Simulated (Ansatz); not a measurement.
## Strength of the C–H bond: C4H10 → C4H9 + H

Species: C4H10 (isobutane) `CC(C)C`, singlet; C4H9 `C[C](C)C`, doublet; H atom, doublet. 

Shapes, held fixed at every level: PBE0-D4/def2-TZVP. Programs: Ansatz 0.2.0. The zero-point and thermal change to 298 K, harmonic and unscaled (PBE0-D4/def2-TZVP), is -31.4 kJ/mol.

| level | kind | ΔH(298 K) (kJ/mol) | less CCSD(T)/CBS estimate |
| --- | --- | --- | --- |
| B3LYP-D4/def2-TZVPP | global hybrid | +388.5 | -20.0 |
| BHLYP-D4/def2-TZVPP | global hybrid | +386.9 | -21.6 |
| r2SCAN0-D4/def2-TZVPP | global hybrid | +376.7 | -31.8 |
| B2PLYP/def2-TZVPP | double hybrid | +392.5 | -16.0 |
| CCSD(T)/def2-SVP | coupled cluster or CI | +390.7 | -17.8 |
| CCSD/def2-TZVPP | coupled cluster or CI | +399.0 | -9.5 |
| CCSD(T)/CBS estimate | coupled cluster or CI | +408.5 | 0.0 |

The highest level, CCSD(T)/CBS estimate, gives ΔH(298 K) = +408.5 kJ/mol; the levels span +376.7 to +408.5. The column of differences is taken from that level and isn't an error. No measured value is set beside it here. Open shells run unrestricted unless RO is named. The CBS estimate extrapolates MP2 from def2-TZVPP and def2-QZVPP and adds CCSD(T) − MP2 in the triple-zeta set, cores frozen.
